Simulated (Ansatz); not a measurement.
# One shape, several levels: Si2H6 (disilane)

Wanted: a comparison of 6 runs (HF/STO-3G, HF/3-21G, B3LYP/6-31G*, PBE0/cc-pVDZ, SVWN5/cc-pVDZ, CCSD(T)/6-31G*) of Si2H6 (disilane). 

The calculation is run with Ansatz 0.2.0.

4 further runs of the same task are left out: 2 for a known fault of the program, 1 that didn't finish, 1 set aside as unsound or not needed.

## 1. The molecule

The species is Si2H6 (8 atoms), meant as a singlet with charge 0. As SMILES, `[SiH3][SiH3]`. The coordinates come from a PBE0-D4/def2-TZVP relaxation.

Bond lengths: Si1–Si2 2.338 Å, Si1–H3 1.488 Å, Si1–H4 1.488 Å, Si1–H5 1.488 Å, Si2–H6 1.488 Å, Si2–H7 1.488 Å, Si2–H8 1.488 Å. Some angles: Si1–Si2–H6 110.3°, Si1–Si2–H7 110.3°, Si1–Si2–H8 110.3°, Si2–Si1–H3 110.3°, Si2–Si1–H4 110.3°, Si2–Si1–H5 110.3°, H6–Si2–H7 108.7°, H6–Si2–H8 108.7°, H7–Si2–H8 108.7°, H3–Si1–H4 108.7°.

## 2. Energy and forces at HF/STO-3G (run 1)

Input file molecule.yaml:

```yaml
crystal:
  periodic: [false, false, false]
  atoms:
    - {symbol: Si, position_ang: [-0.340500, 0.490200, -1.004900]}
    - {symbol: Si, position_ang: [0.363500, -0.504400, 0.991000]}
    - {symbol: H, position_ang: [0.833900, 0.948200, -1.794900]}
    - {symbol: H, position_ang: [-1.112900, -0.483900, -1.821900]}
    - {symbol: H, position_ang: [-1.208000, 1.664100, -0.717900]}
    - {symbol: H, position_ang: [1.139000, 0.468600, 1.806300]}
    - {symbol: H, position_ang: [1.228100, -1.680500, 0.704000]}
    - {symbol: H, position_ang: [-0.811000, -0.959200, 1.782600]}
basis:
  gaussian:
    orbitals: STO-3G
magnetization:
  spin_polarized: false
hamiltonian:
  xc: hf
accuracy: high
output: {forces: true, orbitals: {seedname: orbitals}}
```

On the command line:

```bash
ansatz run molecule.yaml --threads 1 --pin off --max-ram 2610MiB --events-out events.jsonl --progress --plain --runs-dir runs
```

Output:

```text
Warning: RAYON_NUM_THREADS=1 ignored (pool sized by the plan → 1); use --threads N
Functional definition: HF
  name "HF"
  exchange = exact_x
  correlation = 0
435 factors; integrals over basis functions are off by at most 6.5e-9 eV
mean field evaluation 1: about -15637.7904 eV, gradient 9.3e0 eV
mean field evaluation 2: about -15637.7817 eV, gradient 9.2e0 eV
mean field evaluation 4: about -15638.1973 eV, gradient 3.6e-1 eV
mean field evaluation 8: about -15638.1976 eV, gradient 8.9e-6 eV
mean field -15638.19763378 eV, -574.6931630902 hartree, gradient 1.5e-8 eV, S^2 0.000000; 0 other end points of the search recorded, 0 dependent functions left out
the calculation of the forces begins
reference -15638.19763378 eV, -574.6931630902 hartree; 17, 17 occupied and 7, 7 virtual orbitals, 435 factors
Total energy: -15638.19763378 eV, -574.6931630902 hartree
Atom 0 at    -0.340500     0.490200    -1.004900 Å, force     0.041533    -0.056952     0.114353 eV/Å
Atom 1 at     0.363500    -0.504400     0.991000 Å, force    -0.040101     0.055414    -0.116003 eV/Å
Atom 2 at     0.833900     0.948200    -1.794900 Å, force    -1.399599    -0.498258     0.848970 eV/Å
Atom 3 at    -1.112900    -0.483900    -1.821900 Å, force     0.876174     1.175745     0.880169 eV/Å
Atom 4 at    -1.208000     1.664100    -0.717900 Å, force     0.987479    -1.334702    -0.410287 eV/Å
Atom 5 at     1.139000     0.468600     1.806300 Å, force    -0.879673    -1.173832    -0.877434 eV/Å
Atom 6 at     1.228100    -1.680500     0.704000 Å, force    -0.984641     1.338257     0.410312 eV/Å
Atom 7 at    -0.811000    -0.959200     1.782600 Å, force     1.398828     0.494329    -0.850080 eV/Å
Dipole moment:    -0.000021     0.000024     0.000022 e Å
```

Run time: 0.3 s. Hardware: 1 thread of Arm Neoverse V2, shared host.

## 3. Energy and gradient at HF/3-21G (run 2)

Input file in.yaml:

```yaml
crystal:
  periodic: [false, false, false]
  atoms:
    - {symbol: Si, position_ang: [-0.340500, 0.490200, -1.004900]}
    - {symbol: Si, position_ang: [0.363500, -0.504400, 0.991000]}
    - {symbol: H, position_ang: [0.833900, 0.948200, -1.794900]}
    - {symbol: H, position_ang: [-1.112900, -0.483900, -1.821900]}
    - {symbol: H, position_ang: [-1.208000, 1.664100, -0.717900]}
    - {symbol: H, position_ang: [1.139000, 0.468600, 1.806300]}
    - {symbol: H, position_ang: [1.228100, -1.680500, 0.704000]}
    - {symbol: H, position_ang: [-0.811000, -0.959200, 1.782600]}
basis:
  gaussian: {orbitals: 3-21G.json}
accuracy: high
hamiltonian: {xc: hf}
output: {forces: true, orbitals: {seedname: orbitals}}
```

The basis set 3-21G is read from a file made from the Basis Set Exchange's data (not shown).

On the command line:

```bash
ansatz run in.yaml --threads 1 --pin off --max-ram 2610MiB --events-out events.jsonl --progress --plain --runs-dir runs
```

Output (excerpt; [...] marks lines left out):

```text
Warning: RAYON_NUM_THREADS=1 ignored (pool sized by the plan → 1); use --threads N
[... 2 set-up lines as earlier in the session ...]
[...]
854 factors; integrals over basis functions are off by at most 5.2e-9 eV
[...]
mean field -15734.73554033 eV, -578.2408657205 hartree, gradient 6.8e-8 eV, S^2 0.000000; 0 other end points of the search recorded, 0 dependent functions left out
[...]
reference -15734.73554033 eV, -578.2408657205 hartree; 17, 17 occupied and 21, 21 virtual orbitals, 854 factors
Total energy: -15734.73554033 eV, -578.2408657205 hartree
Atom 0 at    -0.340500     0.490200    -1.004900 Å, force    -0.131577     0.187070    -0.375430 eV/Å
Atom 1 at     0.363500    -0.504400     0.991000 Å, force     0.132610    -0.188183     0.374225 eV/Å
Atom 2 at     0.833900     0.948200    -1.794900 Å, force     0.015745     0.001366    -0.001414 eV/Å
Atom 3 at    -1.112900    -0.483900    -1.821900 Å, force    -0.006543    -0.014995    -0.001961 eV/Å
Atom 4 at    -1.208000     1.664100    -0.717900 Å, force    -0.007410     0.009991     0.010716 eV/Å
Atom 5 at     1.139000     0.468600     1.806300 Å, force     0.006600     0.015536     0.002584 eV/Å
Atom 6 at     1.228100    -1.680500     0.704000 Å, force     0.007050    -0.009158    -0.010693 eV/Å
Atom 7 at    -0.811000    -0.959200     1.782600 Å, force    -0.016476    -0.001627     0.001973 eV/Å
Dipole moment:    -0.000028     0.000030     0.000033 e Å
```

It took 0.42 s on 1 thread of Arm Neoverse V2, shared host.

Runs 3 to 4 aren't shown in full; the table further down has their settings and results.

## 4. Energy and gradient at SVWN5/cc-pVDZ (run 5)

Input file job.yaml:

```yaml
crystal:
  periodic: [false, false, false]
  atoms:
    - symbol: Si
      position_ang: [-0.340500, 0.490200, -1.004900]
    - symbol: Si
      position_ang: [0.363500, -0.504400, 0.991000]
    - symbol: H
      position_ang: [0.833900, 0.948200, -1.794900]
    - symbol: H
      position_ang: [-1.112900, -0.483900, -1.821900]
    - symbol: H
      position_ang: [-1.208000, 1.664100, -0.717900]
    - symbol: H
      position_ang: [1.139000, 0.468600, 1.806300]
    - symbol: H
      position_ang: [1.228100, -1.680500, 0.704000]
    - symbol: H
      position_ang: [-0.811000, -0.959200, 1.782600]
basis:
  gaussian: {orbitals: cc-pVDZ}
hamiltonian: {xc: {name: SVWN5}}
accuracy: high
output: {forces: true, orbitals: {seedname: orbitals}}
```

On the command line:

```bash
ansatz run job.yaml --threads 1 --pin off --max-ram 2610MiB --events-out events.jsonl --progress --plain --runs-dir runs
```

Output (excerpt; [...] marks lines left out):

```text
Warning: RAYON_NUM_THREADS=1 ignored (pool sized by the plan → 1); use --threads N
Functional definition: SVWN5
  name "SVWN5"
[...]
1570 factors; integrals over basis functions are off by at most 3.5e-9 eV
[...]
mean field -15787.34831430 eV, -580.1743495014 hartree, gradient 6.1e-8 eV, S^2 0.000000; 0 other end points of the search recorded, 0 dependent functions left out
[...]
reference -15787.34831778 eV, -580.1743496293 hartree; 17, 17 occupied and 49, 49 virtual orbitals, 1570 factors
Total energy: -15787.34831778 eV, -580.1743496293 hartree
Atom 0 at    -0.340500     0.490200    -1.004900 Å, force     0.140335    -0.197125     0.395577 eV/Å
Atom 1 at     0.363500    -0.504400     0.991000 Å, force    -0.139349     0.196075    -0.396737 eV/Å
Atom 2 at     0.833900     0.948200    -1.794900 Å, force     0.321544     0.123221    -0.212224 eV/Å
Atom 3 at    -1.112900    -0.483900    -1.821900 Å, force    -0.210071    -0.267801    -0.219835 eV/Å
Atom 4 at    -1.208000     1.664100    -0.717900 Å, force    -0.235811     0.319178     0.081704 eV/Å
Atom 5 at     1.139000     0.468600     1.806300 Å, force     0.210954     0.268059     0.219993 eV/Å
Atom 6 at     1.228100    -1.680500     0.704000 Å, force     0.234701    -0.318905    -0.081645 eV/Å
Atom 7 at    -0.811000    -0.959200     1.782600 Å, force    -0.322303    -0.122701     0.213167 eV/Å
Dipole moment:    -0.000017     0.000019     0.000021 e Å
```

Run time: 3.3 s. Hardware: 1 thread of Arm Neoverse V2, shared host.

## 5. Energy and gradient at CCSD(T)/6-31G(d) (spherical functions) (run 6)

Input file run.yaml:

```yaml
crystal:
  periodic: [false, false, false]
  atoms:
    - {symbol: Si, position_ang: [-0.340500, 0.490200, -1.004900]}
    - {symbol: Si, position_ang: [0.363500, -0.504400, 0.991000]}
    - {symbol: H, position_ang: [0.833900, 0.948200, -1.794900]}
    - {symbol: H, position_ang: [-1.112900, -0.483900, -1.821900]}
    - {symbol: H, position_ang: [-1.208000, 1.664100, -0.717900]}
    - {symbol: H, position_ang: [1.139000, 0.468600, 1.806300]}
    - {symbol: H, position_ang: [1.228100, -1.680500, 0.704000]}
    - {symbol: H, position_ang: [-0.811000, -0.959200, 1.782600]}
basis:
  gaussian:
    orbitals: 6-31G_st_-spherical.json
magnetization:
  spin_polarized: false
correlation:
  method: ccsd_t
  frozen_orbitals: {H: 0, Si: 5}
accuracy: high
scf:
  omitted_lower_state_checks: [cluster_reference, increment]
output:
  forces: true
  orbitals: {seedname: orbitals}
```

The basis set 6-31G* is read from a file made from the Basis Set Exchange's data (not shown).

On the command line:

```bash
ansatz run run.yaml --threads 1 --pin off --max-ram 2610MiB --events-out events.jsonl --progress --plain --runs-dir runs
```

Output:

```text
Warning: RAYON_NUM_THREADS=1 ignored (pool sized by the plan → 1); use --threads N
[... 11 lines left out ...]
10 core orbitals not correlated: weight in the atoms' cores, before any rotation towards them, 1.000 or more for the frozen orbitals, at most 0.000 for the correlated occupied ones
[... 22 lines left out ...]
Total energy: -15823.69446572 eV, -581.5100459297 hartree
[... 8 lines left out ...]
Dipole moment:    -0.000024     0.000026     0.000029 e Å
Checks for a lower state left out: cluster_reference, increment
```

Wall time 3.3 s (1 thread of Arm Neoverse V2, shared host).

## 6. All runs side by side

| run | level | Cartesian functions | frozen core orbitals | energy (Eh) | dipole moment (D) | HOMO energy (eV) | LUMO energy (eV) | wall time |
| --- | --- | --- | --- | --- | --- | --- | --- | --- |
| 1 | HF/STO-3G | no | – | -574.693163 | 0.00 | -8.73 | 11.05 | 0.3 s |
| 2 | HF/3-21G | no | – | -578.240866 | 0.00 | -11.05 | 3.93 | 0.42 s |
| 3 | B3LYP/6-31G* (Cartesian functions) | yes | – | -582.582669 | 0.00 | -8.10 | 0.59 | 4.2 s |
| 4 | PBE0/cc-pVDZ | no | – | -582.313666 | 0.00 | -8.36 | 0.59 | 6.3 s |
| 5 | SVWN5/cc-pVDZ | no | – | -580.174350 | 0.00 | -7.27 | -0.36 | 3.3 s |
| 6 | CCSD(T)/6-31G* (spherical functions) | no | 10 | -581.510046 | 0.00 | -11.01 | 3.83 | 3.3 s |

## 7. Summary of results

| quantity | value |
| --- | --- |
| run 6: total energy | -581.51005 Eh |
| run 6: dipole moment (correlated density) | 0.00 D |
| run 6: HOMO energy (Hartree–Fock orbitals) | -11.01 eV |
| run 6: LUMO energy (Hartree–Fock orbitals) | 3.83 eV |
| run 6: HOMO–LUMO gap (Hartree–Fock orbitals) | 14.84 eV |
| run 6: correlation energy (10 core orbitals frozen) | -207.5 mEh |
| run 6: (T) correction | -4.89 mEh |
| run 6: T1 diagnostic | 0.014 |
| run 6: largest force on an atom | 0.149 eV/Å |

Over runs 1, 2, 3, 4, 5 the HOMO–LUMO gap runs from 6.91 eV (SVWN5/cc-pVDZ) to 19.78 eV (HF/STO-3G). The two ends differ in method and basis. Totals of different functionals can't be ranked against each other. In run 1 the basis is minimal, so the values are rough. All runs together took 18 s, the longest 6.3 s.
